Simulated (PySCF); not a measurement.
# One shape, several levels: [SiH3]+ (SMILES [SiH3+])

Wanted: a comparison of 5 runs (PBE/6-31G*, PBE0/6-31G*, r2SCAN/6-31G*, wB97X-V/6-31G*, CCSDTQ/6-31G*) of [SiH3]+. 

Program for the calculation: PySCF 2.14.0.

2 further runs of the same task are left out: 2 set aside as unsound or not needed.

### Step 1. The structure to begin with

The species is [SiH3]+ (4 atoms), meant as a singlet with charge +1. SMILES: `[SiH3+]`. The coordinates come from a PBE0-D4/def2-TZVP relaxation.

Bond lengths: Si1–H2 1.472 Å, Si1–H3 1.472 Å, Si1–H4 1.472 Å. Angles: H2–Si1–H3 120.0°, H2–Si1–H4 120.0°, H3–Si1–H4 120.0°.

### Step 2. A single-point energy at PBE/6-31G(d) (spherical functions) (run 1)

input.py

```python
from pyscf import gto, dft

mol = gto.M(
    atom='Si -0.000000 -0.000000 0.000000; H 0.686900 0.675400 1.113000; H -0.118400 -1.467200 -0.009900; H -0.568500 0.791700 -1.103100',
    max_memory=1860,
    spin=0,
    charge=1,
    verbose=3,
    basis='6-31g*',
)

mf = dft.RKS(mol, xc='pbe')
mf.conv_tol = 1e-10
mf.grids.level = 5
mf.kernel()
if not mf.converged:
    mf = mf.newton().run(mf.mo_coeff, mf.mo_occ)

e_tot = mf.e_tot
print(f'total energy: {e_tot:.8f} hartree')
```

Launch:

```console
$ OMP_NUM_THREADS=1 python input.py
```

What it wrote:

```text
converged SCF energy = -290.744162124016
total energy: -290.74416212 hartree
```

It took 1.9 s on 1 thread of Arm Neoverse V1, shared host; peak memory 0.19 GiB.

### Step 3. A single-point energy at PBE0/6-31G(d) (spherical functions) (run 2)

calc.py

```python
# [SiH3+]
from pyscf import gto, dft

mol = gto.Mole()
mol.atom = '''
Si     0.000000     0.000000     0.000000
H      1.298053     1.276321     2.103265
H     -0.223744    -2.772606    -0.018708
H     -1.074309     1.496096    -2.084557
'''
mol.verbose = 4
mol.basis = '6-31g*'
mol.unit = 'bohr'
mol.max_memory = 1860
mol.charge = 1
mol.build()

ks = dft.RKS(mol, xc='pbe0')
ks.grids.level = 5
ks.conv_tol = 1e-10
ks.kernel()
if not ks.converged:
    ks = ks.newton().run(ks.mo_coeff, ks.mo_occ)

e_final = ks.e_tot
print('E = %.10f Eh' % e_final)
```

Launch:

```console
$ OMP_NUM_THREADS=1 python calc.py
```

What it wrote:

```text
PySCF version 2.14.0

[... 65 lines left out ...]
converged SCF energy = -290.777755011096
E = -290.7777550111 Eh
```

Wall time 1.9 s (1 thread of Arm Neoverse V1, shared host); peak memory 0.19 GiB.

Runs 3 to 4 aren't shown in full; the table further down has their settings and results.

### Step 4. The energy at CCSDTQ/6-31G(d) (spherical functions) (run 5)

calc.py

```python
# [SiH3+]
from pyscf import gto, scf, cc

molecule = gto.M(
    atom='Si -0.000000 -0.000000 0.000000; H 0.686900 0.675400 1.113000; H -0.118400 -1.467200 -0.009900; H -0.568500 0.791700 -1.103100',
    basis='6-31g*',
    verbose=4,
    max_memory=1860,
    charge=1,
)

mf = scf.RHF(molecule)
mf.conv_tol = 1e-10
mf.kernel()
if not mf.converged:
    mf = mf.newton().run(mf.mo_coeff, mf.mo_occ)

mycc = cc.CCSDTQ(mf, frozen=5)
mycc.kernel()
e_final = mycc.e_tot
print('Final energy', e_final)
```

Launch:

```console
$ OMP_NUM_THREADS=1 python calc.py
```

What it wrote:

```text
PySCF version 2.14.0

[... 54 lines left out ...]
converged SCF energy = -290.327583428322
[... 16 lines left out ...]
WARN: A large `blksize` is being used, which may cause large memory consumption
[... 4 lines left out ...]
Init t2, MP2 energy = -290.390031016698  E_corr(MP2) -0.062447588376
[... 11 lines left out ...]
RCCSDTQ converged
[... 3 lines left out ...]
Final energy -290.4122750172165
```

It took 89 s on 1 thread of Arm Neoverse V1, shared host; peak memory 0.44 GiB.

### Step 5. The series

```
run                                 level  nlc grid  integration grid  energy (Eh)  HOMO energy (eV)  LUMO energy (eV)  HOMO–LUMO gap (eV)  wall time
  1      PBE/6-31G* (spherical functions)         –                 5  -290.744162            -16.39            -11.27                5.12      1.9 s
  2     PBE0/6-31G* (spherical functions)         –                 5  -290.777755            -17.76            -10.25                7.51      1.9 s
  3   r2SCAN/6-31G* (spherical functions)         –                 5  -290.871213            -16.76            -10.88                5.87      2.6 s
  4  wB97X-V/6-31G* (spherical functions)         1                 5  -290.860409            -20.26             -7.95               12.32      8.4 s
  5   CCSDTQ/6-31G* (spherical functions)         –                 –  -290.412275            -21.11             -6.67               14.44       89 s
```

### Step 6. Outcome

```
                                          quantity          value
                               run 5: total energy  -290.41228 Eh
        run 5: HOMO energy (Hartree–Fock orbitals)      -21.11 eV
        run 5: LUMO energy (Hartree–Fock orbitals)       -6.67 eV
      run 5: HOMO–LUMO gap (Hartree–Fock orbitals)       14.44 eV
run 5: correlation energy (5 core orbitals frozen)      -84.7 mEh
                              run 5: T1 diagnostic          0.011
```

In words: Over runs 1, 2, 3, 4 the HOMO–LUMO gap runs from 5.12 eV (PBE/6-31G*) to 12.32 eV (wB97X-V/6-31G*). Totals of different functionals can't be ranked against each other. All runs together took 1.7 min, the longest 89 s.
